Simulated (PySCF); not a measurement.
Orbital picture of P₂

RHF at R = 1.894 Å; basis P def2-SVPD; no relativity; PySCF 2.14. State: ¹Σg⁺ (singlet), closed shell. Only the outer orbitals are listed.

```tsv
orbital	occ.	ε (eV)	main shells (%)
σg	2	-24.45	85 s, 12 p
σu	2	-16.34	76 s, 22 p
σg	2	-11.02	83 p, 16 s
πu	2	-10.03	95 p
πu	2	-10.03	95 p
πg	0	0.74	74 p, 26 d
πg	0	0.74	74 p, 26 d
σg	0	3.43	94 s
```

Task: Which are the highest filled and the lowest empty level, where do they sit, and how wide is the gap?

Result: Highest filled πu at -10.03 eV (in %: 95 p); lowest empty πg at 0.74 eV (in %: 74 p, 26 d); the gap at RHF is 10.77 eV. An empty level above zero is unbound, and its energy depends on the basis.

```json
{
  "bond order (Mayer)": "3.10",
  "⟨S²⟩": "0.000",
  "polarisability along the bond": "66.4 bohr³",
  "polarisability across the bond": "36.5 bohr³"
}
```
